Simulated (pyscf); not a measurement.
Optimised with ωB97X-D3(BJ)/def2-SVP in PySCF.

Q: PBE/def2-TZVP puts the barrier of O=V(OH)(OH)–SH (SMILES [O]=[V]([OH])([OH])[SH]) + H₂O (SMILES O) → O=V(OH)(OH)–OH (SMILES [O]=[V]([OH])([OH])[OH]) + H₂S (SMILES S) (four-centre exchange; singlet surface; S–V, H–O broken, O–V, H–S formed) at 9.5 kcal/mol and the reaction energy at -3.7 kcal/mol, from the separated reactants. What do r²SCAN/def2-TZVP, B3LYP-D3(BJ)/def2-TZVP, ωB97M-D3(BJ)/def2-TZVP give on the same structures?

A: r²SCAN: ΔE‡ = 8.9 kcal/mol, ΔE = -4.4 kcal/mol; B3LYP-D3(BJ): ΔE‡ = 12.0 kcal/mol, ΔE = -4.0 kcal/mol; ωB97M-D3(BJ): ΔE‡ = 13.4 kcal/mol, ΔE = -4.8 kcal/mol. PBE's barrier lies among them. Its reaction energy lies over all of them, by 0.3 to 1.1 kcal/mol. On the reactant side the descent ends in an adduct with a O–V contact, 0.9 kcal/mol under the separated species and 13.8 kcal/mol under the saddle at ωB97X-D3(BJ)/def2-TZVP. What is counted as formed (O–V) is already present as a longer contact in the reactant adduct; forming that adduct is a step of its own. One saddle was located; it need not be the lowest between these sides.
